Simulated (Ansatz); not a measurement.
`C#CC(=O)O`, relaxed with RKS PBE0-D4/def2-TZVP in the Gaussian-basis code of Ansatz from a PBE-D4/def2-SVP geometry. The force threshold is 0.005 eV/Å; the program also tests the step.

The species carries charge 0 and has multiplicity 1.

Start:

```xyz
7

C    -1.393   -0.990   -0.928
C    -0.469   -0.404   -0.383
C     0.694    0.238    0.208
O     1.844   -0.020   -0.096
O     0.344    1.158    1.138
H    -2.212   -1.508   -1.409
H     1.192    1.527    1.470
```

| step | energy (eV) | largest force (eV/Å) | largest move (Å) |
| --- | --- | --- | --- |
| 1 | -7230.4416 | 1.783 | 0.000 |
| 2 | -7230.5024 | 0.294 | 0.037 |
| 3 | -7230.5047 | 0.091 | 0.007 |
| 4 | -7230.5049 | 0.054 | 0.004 |
| 5 | -7230.5049 | 0.068 | 0.001 |
| 6 (rejected) | -7230.5049 | 0.113 | 0.009 |
| 7 | -7230.5052 | 0.030 | 0.005 |
| 8 | -7230.5052 | 0.006 | 0.005 |
| 9 | -7230.5052 | 0.003 | 0.001 |

End:

```xyz
7

C    -1.376   -0.976   -0.914
C    -0.455   -0.412   -0.391
C     0.695    0.230    0.200
O     1.830   -0.020   -0.095
O     0.338    1.137    1.117
H    -2.192   -1.477   -1.379
H     1.160    1.517    1.462
```

Hardware: 2 threads of a server CPU on a shared host. Wall time 19 s, peak host memory 0.34 GiB.
